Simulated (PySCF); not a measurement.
CH₂, SMILES [CH2], multiplicity 3.

Geometry optimised at B3LYP-D3(BJ)/def2-TZVPD. The isomer is the one that the SMILES or the coordinates give; other isomers of the formula were not compared.

The numbers are results of TDA-CAM-B3LYP/def2-TZVPD in PySCF, not measurements.

Vertical excitations. Gas-phase values at a fixed geometry.

Computed excitation energies, oscillator strengths and character:
```csv
state,energy (eV),λ (nm),f,main pairs
root 1,6.09,204,0.037,α HOMO→LUMO 96 %
root 2,7.03,176,0.048,α HOMO−1→LUMO 96 %
root 3,7.08,175,0.001,β HOMO→LUMO 97 %
root 4,7.62,163,0.000,"α HOMO→LUMO+1 17 %, β HOMO→LUMO+1 81 %"
root 5,8.02,155,0.000,"α HOMO→LUMO+1 80 %, β HOMO→LUMO+1 17 %"
root 6,8.26,150,0.056,α HOMO→LUMO+2 93 %
root 7,8.96,138,0.018,α HOMO−1→LUMO+1 96 %
root 8,9.20,135,0.031,α HOMO−1→LUMO+2 92 %
root 9,9.34,133,0.002,α HOMO→LUMO+3 98 %
root 10,9.76,127,0.000,α HOMO→LUMO+4 98 %
```
Unrestricted roots are not spin-pure.
